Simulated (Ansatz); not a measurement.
Relaxation of C2H6FO (10 atoms, charge 0, multiplicity 2), to a largest force component of 0.03 eV/Å in at most 50 steps.

Computed with Ansatz 0.2.0, UKS PBE0/def2-SVP.

```xyz
10
Properties=species:S:1:pos:R:3:forces:R:3
H -1.291 -0.443 -0.361 -0.08 -0.09 0.49
C -1.099 -0.245 -1.413 0.02 0.07 -0.50
F 0.177 0.225 -1.567 0.06 0.02 0.01
O -0.177 -0.226 1.608 0.03 0.03 0.01
C 1.070 0.241 1.380 0.01 0.00 -0.01
H -1.224 -1.177 -1.989 0.00 0.00 -0.01
H -1.818 0.504 -1.783 0.00 0.00 0.00
H 1.586 0.208 2.371 -0.02 0.00 -0.02
H 1.673 -0.389 0.696 -0.01 0.00 0.01
H 1.102 1.303 1.058 -0.01 -0.02 0.02
```

Where does it end, and by what steps?

The run converged. After 19 steps the energy has fallen by 0.057 eV; H9 moved furthest, 0.73 Å.

```json
{"step": "0", "energy less start (eV)": "0.0000", "largest force component (eV/Å)": "0.496", "accepted": "yes"}
{"step": "1", "energy less start (eV)": "-0.0044", "largest force component (eV/Å)": "0.123", "accepted": "yes"}
{"step": "2", "energy less start (eV)": "-0.0054", "largest force component (eV/Å)": "0.064", "accepted": "yes"}
{"step": "3", "energy less start (eV)": "-0.0068", "largest force component (eV/Å)": "0.188", "accepted": "yes"}
{"step": "4", "energy less start (eV)": "-0.0066", "largest force component (eV/Å)": "0.312", "accepted": "no"}
{"step": "5", "energy less start (eV)": "-0.0094", "largest force component (eV/Å)": "0.078", "accepted": "yes"}
{"step": "6", "energy less start (eV)": "-0.0135", "largest force component (eV/Å)": "0.146", "accepted": "yes"}
{"step": "7", "energy less start (eV)": "-0.0147", "largest force component (eV/Å)": "0.245", "accepted": "yes"}
{"step": "8", "energy less start (eV)": "-0.0202", "largest force component (eV/Å)": "0.113", "accepted": "yes"}
{"step": "9", "energy less start (eV)": "-0.0243", "largest force component (eV/Å)": "0.136", "accepted": "yes"}
{"step": "10", "energy less start (eV)": "-0.0230", "largest force component (eV/Å)": "0.425", "accepted": "no"}
{"step": "11", "energy less start (eV)": "-0.0277", "largest force component (eV/Å)": "0.091", "accepted": "yes"}
{"step": "12", "energy less start (eV)": "-0.0348", "largest force component (eV/Å)": "0.162", "accepted": "yes"}
{"step": "13", "energy less start (eV)": "-0.0346", "largest force component (eV/Å)": "0.581", "accepted": "no"}
{"step": "14", "energy less start (eV)": "-0.0431", "largest force component (eV/Å)": "0.218", "accepted": "yes"}
{"step": "15", "energy less start (eV)": "-0.0515", "largest force component (eV/Å)": "0.073", "accepted": "yes"}
{"step": "16", "energy less start (eV)": "-0.0520", "largest force component (eV/Å)": "0.228", "accepted": "yes"}
{"step": "17", "energy less start (eV)": "-0.0557", "largest force component (eV/Å)": "0.065", "accepted": "yes"}
{"step": "18", "energy less start (eV)": "-0.0564", "largest force component (eV/Å)": "0.046", "accepted": "yes"}
{"step": "19", "energy less start (eV)": "-0.0567", "largest force component (eV/Å)": "0.018", "accepted": "yes"}
```

```xyz
10
Properties=species:S:1:pos:R:3
H -1.204 -0.246 -0.365
C -1.056 -0.305 -1.454
F 0.266 -0.070 -1.748
O -0.204 -0.094 1.837
C 1.044 0.263 1.457
H -1.341 -1.307 -1.815
H -1.683 0.450 -1.957
H 1.854 -0.157 2.088
H 1.234 0.095 0.378
H 1.091 1.372 1.579
```

Whether the end is a true minimum wasn't checked by a vibrational analysis.

Run time: 47 s on 2 threads of Intel(R) Xeon(R) 6975P-C (Granite Rapids) (shared host), peak memory 0.25 GiB.
